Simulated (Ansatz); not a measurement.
# Si₂NH₃ (SMILES N#[Si][SiH3]): a relaxed scan of the bond length Si3–H4

The task here is to estimate one member of a computed series from the others.

The runs use Ansatz 0.2.0, Gaussian basis; single points in def2-TZVPP.

Levels: PBE-D4, r2SCAN-D4, PBE0-D4, B3LYP-D4, wB97M-V, Hartree-Fock, MP2, CCSD, CCSD(T). The scan takes 1.273, 1.317, 1.381, 1.456, 1.538, 1.627, 1.722, 1.821, 1.925 Å.

Cores are frozen in the correlated methods. B3LYP uses VWN-RPA correlation.

27 further runs of the same task are left out: 27 set aside as unsound or not needed.

**Starting geometry**

SMILES `N#[Si][SiH3]`, 6 atoms, charge 0, spin multiplicity 1.

Atoms are counted from 1 here; the program's logs count them from 0.

Bond lengths: N1–Si2 1.564 Å, Si2–Si3 2.283 Å, Si3–H4 1.477 Å, Si3–H5 1.477 Å, Si3–H6 1.477 Å. Angles: N1–Si2–Si3 180.0°, Si2–Si3–H4 110.3°, Si2–Si3–H5 110.3°, Si2–Si3–H6 110.3°, H4–Si3–H5 108.6°, H4–Si3–H6 108.6°, H5–Si3–H6 108.6°.

As a file:

```mol
H3NSi2
  3D, bonds by distance, orders not assigned

  6  5  0  0  0  0  0  0  0  0999 V2000
    1.2837   -2.4505    1.3573 N   0  0
    0.6320   -1.2070    0.6684 Si  0  0
   -0.3189    0.6087   -0.3372 Si  0  0
   -1.5388    0.2100   -1.0676 H   0  0
    0.6262    1.2175   -1.2946 H   0  0
   -0.6842    1.6212    0.6736 H   0  0
  1  2  8  0
  2  3  8  0
  3  4  8  0
  3  5  8  0
  3  6  8  0
M  END
```

The first run:

Contents of relax/in.yaml:

```yaml
crystal:
  periodic: [false, false, false]
  atoms:
    - {symbol: N, position_ang: [1.283730, -2.450510, 1.357290]}
    - {symbol: Si, position_ang: [0.631990, -1.206990, 0.668400]}
    - {symbol: Si, position_ang: [-0.318930, 0.608740, -0.337210]}
    - {symbol: H, position_ang: [-1.538780, 0.210000, -1.067560]}
    - {symbol: H, position_ang: [0.626180, 1.217540, -1.294560]}
    - {symbol: H, position_ang: [-0.684200, 1.621220, 0.673640]}
basis:
  gaussian: {orbitals: def2-TZVP}
hamiltonian: {xc: pbe0, dispersion: d4}
relax: {f_tol: 0.005, max_steps: 200}
```

No record of the launch command was kept for these runs.

Among the steps run: Relaxation at PBE0-D4; Reference energies at the minimum; Si3–H4 = 1.273 Å; Si3–H4 = 1.317 Å; Si3–H4 = 1.381 Å; Si3–H4 = 1.456 Å; Si3–H4 = 1.538 Å; Si3–H4 = 1.627 Å; Si3–H4 = 1.722 Å; Si3–H4 = 1.821 Å; Si3–H4 = 1.925 Å.

One of the session's tables, all rows but one given; the rest of the session is left out.

It belongs to the step «The curves». Energies less that of the minimum at the same level (eV):

| bond length (Å) | PBE-D4 | PBE0-D4 | B3LYP-D4 | wB97M-V | Hartree-Fock |
| --- | --- | --- | --- | --- | --- |
| 1.273 | 0.568 | 0.539 | 0.511 | 0.494 | 0.501 |
| 1.317 | 0.336 | 0.311 | 0.291 | 0.277 | 0.278 |
| 1.381 | 0.120 | 0.104 | 0.093 | 0.084 | 0.081 |
| 1.456 | 0.010 | 0.006 | 0.003 | 0.001 | -0.001 |
| 1.481 (minimum) | 0.000 | 0.000 | 0.000 | 0.000 | 0.000 |
| 1.538 | 0.017 | 0.028 | 0.032 | 0.039 | 0.044 |
| 1.627 | 0.130 | 0.159 | 0.168 | 0.187 | 0.205 |
| 1.722 | 0.327 | 0.379 | 0.388 | 0.425 | 0.463 |
| 1.821 | ? | ? | ? | ? | ? |
| 1.925 | 0.875 | 0.982 | 0.970 | 1.076 | 1.173 |

Estimate the missing values for bond length (Å) = 1.821.

Worked estimate for «PBE-D4». A straight line through the neighbours (1.722, 0.327) and (1.925, 0.875) gives 0.327 + (0.875 − 0.327) × (1.821 − 1.722) / (1.925 − 1.722) = 0.594; a parabola fitted to 3 rows on both sides gives 0.573.

As computed: PBE-D4: 0.578; PBE0-D4: 0.656; B3LYP-D4: 0.655; wB97M-V: 0.727; Hartree-Fock: 0.791. In «PBE-D4» the line misses by +0.016 and the parabola by -0.005.

Limits of these values: A polynomial through the near points puts the CCSD(T) minimum 0.006 Å below the PBE0-D4 value.
